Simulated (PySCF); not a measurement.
**Which determinant of MgP⁺ lies lowest?**

Unrestricted PBE0; PySCF, no relativity, basis sets Mg cc-pVDZ, P cc-pV(D+d)Z. Outer shells of the fragments: Mg+ 3s1; P 3s2 3p3.

Followed along the bond (rough minima from three points):

```
2Ms+1    unpaired  ⟨S²⟩ at the start  R at minimum (Å)  Te (eV)
    3        π ↑↑               2.08              2.47     0.00
    1        π ↑↓               1.01              2.44     0.37
    1        none               0.00              2.43     1.52
    5  σ ↑↑, π ↑↑               6.00  none in the scan   ≤ 1.38
```

Solutions found at the starting distance of 2.520 Å, counted from the lowest of them; the search is not exhaustive and high or unbound solutions are not listed, so other states can lie among these:

| 2Ms+1 | unpaired | term | E (eV) | ⟨S²⟩ | ⟨Lz²⟩ | μ (D) |
| --- | --- | --- | --- | --- | --- | --- |
| 3 | π ↑↑ | ³Σ⁻ | 0.00 | 2.08 | 0.00 | -6.88 |
| 1 | π ↑↓ | mixed | 0.38 | 1.01 | 2.02 | -7.15 |
| 1 | none | mixed | 1.54 | 0.00 | 2.00 | -7.14 |
| 5 | σ ↑↑, π ↑↑ | ⁵Σ⁻ | 1.58 | 6.00 | 0.00 | -1.95 |
| 3 | σ ↑, π ↑ | ³Π | 2.25 | 2.00 | 1.01 | -1.05 |
| 3 | σ ↑, π ↑ | ³Π | 2.26 | 2.00 | 1.02 | -8.66 |
| 1 | σ ↓, π ↑ | mixed | 2.31 | 1.01 | 1.01 | -1.02 |
| 3 | σ ↑↑, π ↑↓ | mixed | 2.35 | 3.01 | 2.02 | -1.90 |
| 1 | σ ↓↓, π ↑↑ | mixed | 2.38 | 2.02 | 0.00 | -1.88 |
| 1 | σ ↓, π ↑ | mixed | 2.53 | 1.02 | 1.01 | -8.42 |
| 3 | σ ↑↑ | mixed | 3.57 | 2.00 | 2.00 | -1.77 |
| 5 | σ ↑, π ↑↑↑ | ⁵Π | 4.50 | 6.00 | 1.00 | -3.01 |
| 3 | π ↑↑ | mixed | 5.09 | 2.01 | 2.01 | -1.96 |
| 5 | σ ↑↑, π ↑↑ | mixed | 8.71 | 6.00 | 2.01 | 4.83 |

A term symbol is given only where ⟨S²⟩ and ⟨Lz²⟩ are close to those of a pure state; real π, δ and φ orbitals otherwise mix terms. A positive dipole points towards P; it is taken about the centre of mass and depends on that origin.

Counting both spins, an empty level lies below a filled one in some of these solutions, because spin and occupation are held.
